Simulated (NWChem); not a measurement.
# C2H2FNS (SMILES FC1(S)C=N1) at 4 levels

We compute a comparison of 4 runs (HF/def2-SVP, PBE/6-31G**, PBE0/def2-SVP, SVWN5/6-31+G*) of C2H2FNS. 

The calculation is run with NWChem 7.3.0.

### Step 1. The system as given

The species is C2H2FNS (7 atoms), meant as a singlet with charge 0. As SMILES, `FC1(S)C=N1`. The coordinates come from a PBE0-D4/def2-TZVP relaxation. This is one conformer, not always the lowest.

Bond lengths: F1–C2 1.363 Å, C2–S3 1.769 Å, C2–C4 1.421 Å, C2–N5 1.472 Å, C4–N5 1.259 Å, S3–H6 1.345 Å, C4–H7 1.082 Å. Some angles: F1–C2–S3 112.7°, F1–C2–C4 118.2°, F1–C2–N5 113.9°, S3–C2–C4 124.3°, S3–C2–N5 122.6°, C4–C2–N5 51.5°, C2–C4–N5 66.3°, C2–N5–C4 62.1°, C2–S3–H6 95.3°, C2–C4–H7 153.8°.

### Step 2. Energy and forces at HF/def2-SVP (run 1)

c2h2fns.nw

```
start c2h2fns
memory 2200 mb

geometry noautosym nocenter noautoz
   F       -0.920500      -1.323900       0.173800
   C       -0.150000      -0.203700       0.075900
   S        0.372900       0.406500       1.652100
   C       -0.273800       0.595700      -1.092400
   N        0.718500      -0.178200      -1.112300
   H        1.082000      -0.688200       1.979900
   H       -0.768000       1.323700      -1.722600
end

basis spherical bse
   F library def2-SVP
   C library def2-SVP
   S library def2-SVP
   N library def2-SVP
   H library def2-SVP
end

scf
   singlet
   rhf
   thresh 1e-08
   maxiter 80
end

task scf gradient
```

Launch:

```console
$ nwchem c2h2fns.nw > c2h2fns.out
```

Log:

```text
[...]
  functions       =    84
[...]
  wavefunction    = RHF
[...]
         Total SCF energy =   -627.914809226448
      One-electron energy =  -1284.981789254359
      Two-electron energy =    446.097054414836
 Nuclear repulsion energy =    210.969925613074
        Time for solution =      7.4s
[...]
                         RHF ENERGY GRADIENTS
    atom               coordinates                        gradient
                 x          y          z           x          y          z
   1 F      -1.739493  -2.501808   0.328434   -0.008533  -0.013348  -0.000692
   2 C      -0.283459  -0.384937   0.143430   -0.000224   0.011317   0.021828
   3 S       0.704679   0.768174   3.122016   -0.004540   0.005620  -0.005490
   4 C      -0.517407   1.125710  -2.064337   -0.025298   0.022006   0.002142
   5 N       1.357768  -0.336749  -2.101942    0.036530  -0.021370  -0.016188
   6 H       2.044684  -1.300509   3.741468    0.002509  -0.004836  -0.000319
   7 H      -1.451310   2.501430  -3.255242   -0.000445   0.000612  -0.001280
[...]
```

Run time: 11 s. Hardware: 1 thread of Intel Xeon 6975P-C (Granite Rapids), shared host; peak memory 0.1 GiB.

### Step 3. Energy and gradient at PBE/6-31G(d,p) (spherical functions) (run 2)

c2h2fns.nw

```
start c2h2fns
memory 2200 mb
charge 0

geometry units atomic noautosym nocenter noautoz
F     -1.73949290    -2.50180842     0.32843440
C     -0.28345892    -0.38493721     0.14343021
S      0.70467887     0.76817367     3.12201653
C     -0.51740701     1.12570985    -2.06433682
N      1.35776822    -0.33674920    -2.10194237
H      2.04468367    -1.30050952     3.74146875
H     -1.45130966     2.50143047    -3.25524222
end

basis "ao basis" spherical bse
F library 6-31G**
C library 6-31G**
S library 6-31G**
N library 6-31G**
H library 6-31G**
end

dft
xc xpbe96 cpbe96
grid xfine
convergence energy 1e-08
iterations 100
mulliken
noprint "final vectors analysis"
end

task dft gradient
```

Launch:

```console
$ nwchem c2h2fns.nw > c2h2fns.out
```

Log:

```text
[...]
          Wavefunction type:  closed shell.
          No. of atoms     :     7
          No. of electrons :    46
[...]
          Charge           :     0
          Spin multiplicity:     1
[...]
          AO basis - number of functions:    84
[...]
              XC Information
              --------------
          PerdewBurkeErnzerhof Exchange Functional  1.000
            Perdew 1991 LDA Correlation Functional  1.000 local
           PerdewBurkeErnz. Correlation Functional  1.000 non-local
[...]
 d= 0,ls=0.0,diis     1   -629.5328221892 -8.41D+02  2.28D-02  1.16D+00     2.2
[...]
 d= 0,ls=0.0,diis    12   -629.6662596657 -5.14D-10  1.19D-07  2.09D-10    23.0
         Total DFT energy =     -629.666259665653
      One electron energy =    -1286.250067971902
           Coulomb energy =      499.838993592005
    Exchange-Corr. energy =      -54.225095653365
 Nuclear repulsion energy =      210.969910367610
[...]
      Total Density - Mulliken Population Analysis
     ---------------------------------------------
    Atom       Charge   Shell Charges
 -----------   ------   -------------------------------------------------------
    1 F    9     9.26   2.00  0.94  3.29  1.03  1.98  0.02
    2 C    6     5.84   2.00  0.67  1.99  0.46  0.62  0.10
    3 S   16    16.00   2.00  2.00  5.97  1.37  3.07  0.48  1.06  0.06
    4 C    6     5.91   2.00  0.70  2.06  0.52  0.57  0.06
    5 N    7     7.24   2.00  0.85  2.29  1.00  1.06  0.05
    6 H    1     0.90   0.50  0.39  0.02
    7 H    1     0.85   0.52  0.32  0.01
[...]
  wavefunction    = closed shell
                         DFT ENERGY GRADIENTS
    atom               coordinates                        gradient
                 x          y          z           x          y          z
   1 F      -1.739493  -2.501808   0.328434    0.007238   0.011133  -0.001857
   2 C      -0.283459  -0.384937   0.143430    0.005773   0.000925  -0.006634
   3 S       0.704679   0.768174   3.122017   -0.000605  -0.010542  -0.009243
   4 C      -0.517407   1.125710  -2.064337    0.022253  -0.021418   0.002158
   5 N       1.357768  -0.336749  -2.101942   -0.034186   0.018718   0.012716
   6 H       2.044684  -1.300510   3.741469   -0.003675   0.005959  -0.002154
   7 H      -1.451310   2.501430  -3.255242    0.003202  -0.004775   0.005013
[...]
```

Wall time 29 s (1 thread of Intel Xeon 6975P-C (Granite Rapids), shared host); peak memory 0.13 GiB.

Run 3 isn't shown in full; the table further down has it.

### Step 4. Energy and forces at SVWN5/6-31+G(d) (spherical functions) (run 4)

work.xyz

```xyz
7
C2H2FNS
F     -0.920500    -1.323900     0.173800
C     -0.150000    -0.203700     0.075900
S      0.372900     0.406500     1.652100
C     -0.273800     0.595700    -1.092400
N      0.718500    -0.178200    -1.112300
H      1.082000    -0.688200     1.979900
H     -0.768000     1.323700    -1.722600
```

work.nw

```
start work
title "C2H2FNS"
memory stack 880 mb heap 220 mb global 1100 mb

geometry units angstrom noautosym nocenter noautoz
  load format xyz work.xyz
end

basis spherical bse
  * library 6-31+G*
end

dft
  xc slater vwn_5
  grid fine
  convergence energy 1e-08
  iterations 100
  mulliken
end

task dft gradient
```

Launch:

```console
$ nwchem work.nw > work.out
```

Log:

```text
[...]
          Wavefunction type:  closed shell.
          No. of atoms     :     7
          No. of electrons :    46
[...]
          Charge           :     0
          Spin multiplicity:     1
[...]
          AO basis - number of functions:    98
[...]
              XC Information
              --------------
                        Slater Exchange Functional  1.000 local
                      VWN V Correlation Functional  1.000 local
[...]
 d= 0,ls=0.0,diis     1   -626.8212047302 -8.38D+02  2.78D-02  1.44D+00     1.5
[...]
 d= 0,ls=0.0,diis    12   -626.9596168523 -9.21D-10  3.57D-07  1.34D-09    12.9
         Total DFT energy =     -626.959616852280
      One electron energy =    -1285.455524676148
           Coulomb energy =      498.923159288143
    Exchange-Corr. energy =      -51.397177077349
 Nuclear repulsion energy =      210.969925613074
[...]
      Total Density - Mulliken Population Analysis
     ---------------------------------------------
    Atom       Charge   Shell Charges
 -----------   ------   -------------------------------------------------------
    1 F    9     9.22   2.00  0.93  3.30  1.04  1.82 -0.02  0.14  0.02
    2 C    6     6.09   1.99  0.66  2.00  0.47  0.68  0.10  0.08  0.11
    3 S   16    15.95   2.00  2.00  5.96  1.38  3.09  0.48  0.97 -0.00  0.02  0.06
    4 C    6     5.97   2.00  0.69  2.08  0.55  0.56 -0.01  0.03  0.06
    5 N    7     7.16   2.00  0.84  2.30  1.03  0.91  0.05 -0.00  0.05
    6 H    1     0.85   0.48  0.38
    7 H    1     0.76   0.49  0.27
[...]
  wavefunction    = closed shell
                         DFT ENERGY GRADIENTS
    atom               coordinates                        gradient
                 x          y          z           x          y          z
   1 F      -1.739493  -2.501808   0.328434    0.002071   0.004275   0.000109
   2 C      -0.283459  -0.384937   0.143430   -0.000518  -0.001848  -0.006295
   3 S       0.704679   0.768174   3.122016    0.004966  -0.008839   0.000827
   4 C      -0.517407   1.125710  -2.064337    0.012947  -0.008916  -0.002836
   5 N       1.357768  -0.336749  -2.101942   -0.018639   0.013641   0.003698
   6 H       2.044684  -1.300509   3.741468   -0.005150   0.008481  -0.001981
   7 H      -1.451310   2.501430  -3.255242    0.004323  -0.006795   0.006477
[...]
```

It took 20 s on 1 thread of Intel Xeon 6975P-C (Granite Rapids), shared host; peak memory 0.12 GiB.

### Step 5. Overview of the runs

| run | level | iteration cap | module | energy (Eh) | dipole moment (D) | HOMO energy (eV) | LUMO energy (eV) | wall time |
| --- | --- | --- | --- | --- | --- | --- | --- | --- |
| 1 | HF/def2-SVP | 80 | scf | -627.914809 | 1.90 | -10.49 | 3.19 | 11 s |
| 2 | PBE/6-31G** (spherical functions) | 100 | dft | -629.666260 | 1.35 | – | – | 29 s |
| 3 | PBE0/def2-SVP | 100 | dft | -629.427798 | 1.54 | -7.42 | -1.16 | 23 s |
| 4 | SVWN5/6-31+G* (spherical functions) | 100 | dft | -626.959617 | 1.60 | -6.44 | -2.81 | 20 s |

### Step 6. What came out

| quantity | value |
| --- | --- |
| run 4: total energy | -626.95962 Eh |
| run 4: dipole moment | 1.60 D |
| run 4: HOMO energy | -6.44 eV |
| run 4: LUMO energy | -2.81 eV |
| run 4: HOMO–LUMO gap | 3.63 eV |
| run 4: largest force on an atom | 1.203 eV/Å |

**Reading.** The dipole moment (its size) runs from 1.35 D (PBE/6-31G**) to 1.90 D (HF/def2-SVP). The two ends differ in method and basis. Over runs 1, 3, 4 the HOMO–LUMO gap runs from 3.63 eV (SVWN5/6-31+G*) to 13.68 eV (HF/def2-SVP). Totals of different functionals can't be ranked against each other. All runs together took 84 s, the longest 29 s.
